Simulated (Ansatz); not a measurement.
Basis sets compared for BH2Et (C₂H₇B). The state is a singlet with charge 0. Geometry PBE-D4/def2-TZVP. Ansatz on 4 threads of Arm Neoverse V2 on a shared host; times are rough, and most runs start from earlier orbitals.

| atom | x (Å) | y (Å) | z (Å) |
| --- | --- | --- | --- |
| B1 | 1.1033 | -0.7904 | 0.2639 |
| H2 | 2.0782 | -0.2021 | 0.6600 |
| H3 | 0.8641 | -1.8773 | 0.7274 |
| C4 | 0.1032 | -0.1031 | -0.7090 |
| C5 | -0.8682 | 0.6399 | 0.2576 |
| H6 | -0.4826 | -0.8065 | -1.3197 |
| H7 | 0.5659 | 0.6395 | -1.3766 |
| H8 | -1.6419 | 1.1709 | -0.3153 |
| H9 | -1.3802 | -0.0559 | 0.9388 |
| H10 | -0.3420 | 1.3849 | 0.8729 |

Binding counts from free atoms (B doublet, H doublet, C triplet) in the same basis, without a counterpoise term.

```
                         level  functions  energy (Eh)  HOMO (eV)  LUMO (eV)  binding per atom (eV)  wall time
                     HF/STO-3G         22    -103.2397     -10.99       7.02                   3.89      0.1 s
                      HF/6-31G         41    -104.4282     -12.08       3.03                   2.90      0.1 s
               PBE-D4/def2-SVP         77    -104.9992      -7.35      -2.15                   3.88      0.4 s
PBE-D4/def2-TZVP (with forces)        135    -105.1160      -7.41      -2.26                   3.86     0.85 s
           r2SCAN-D4/def2-TZVP        135    -105.2075      -7.69      -1.83                   3.82      1.4 s
              PBE0-D4/def2-SVP         77    -105.0307      -8.77      -1.12                   3.86     0.45 s
             PBE0-D4/def2-TZVP        135    -105.1433      -8.78      -1.23                   3.83      0.9 s
```

Estimate the rows for PBE-D4/def2-TZVPD, r2SCAN-D4/def2-TZVPD, PBE0-D4/def2-TZVPD.


| level | functions | energy (Eh) | HOMO (eV) | LUMO (eV) | binding per atom (eV) | wall time |
| --- | --- | --- | --- | --- | --- | --- |
| PBE-D4/def2-TZVPD | 174 | -105.1164 | -7.42 | -2.28 | 3.86 | 1.1 s |
| r2SCAN-D4/def2-TZVPD | 174 | -105.2078 | -7.69 | -1.83 | 3.82 | 1.9 s |
| PBE0-D4/def2-TZVPD | 174 | -105.1436 | -8.79 | -1.26 | 3.83 | 1.2 s |
